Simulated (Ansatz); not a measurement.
Two isomers of C2H4OS: A = `C=C(O)S`, B = `O=CCS`.

Calculated with Ansatz (gas phase, PBE0-D4/def2-TZVP geometries, no zero-point term in ΔE). CCSD(T)/CBS adds triple-zeta CCSD(T) − MP2 to the extrapolated MP2 energy (def2 sets, frozen cores). Functionals use def2-TZVPP. B3LYP here is the variant with VWN-RPA as its local correlation; programs differ in this. Each species was taken in one conformer, which may not be the lowest.

Which isomer does CCSD(T)/CBS put lower? Give the gap. (Estimate.)

Ansatz gave: B, by 5.2 kcal/mol.

Give E(B) − E(A) in kcal/mol with r2SCAN-D4, B2PLYP, CCSD/def2-TZVPP, CCSD(T)/def2-TZVPP, ωB97M-V, B3LYP-D4, HF/def2-TZVPP. (Best estimate.)

Ansatz gave: r2SCAN-D4 -5.1, B2PLYP -6.2, CCSD/def2-TZVPP -6.5, CCSD(T)/def2-TZVPP -6.2, ωB97M-V -5.7, B3LYP-D4 -5.5, HF/def2-TZVPP -8.4. None reverses the order clearly.

Does the order hold for the free energy at 298.15 K (harmonic terms from PBE0-D4)? (Best estimate.)

Computed: Yes: G(B) − G(A) = -5.9 kcal/mol, for one conformer each.

Largest T1 diagnostic: 0.014.

In def2-TZVPP, CCSD(T) changes the Hartree–Fock value by +2.3 kcal/mol (the triples alone add +0.4 kcal/mol) and MP2 by +2.4 kcal/mol. At CCSD(T), def2-SVP lies −3.9 kcal/mol from the extrapolated value and def2-TZVPP −0.9 kcal/mol.
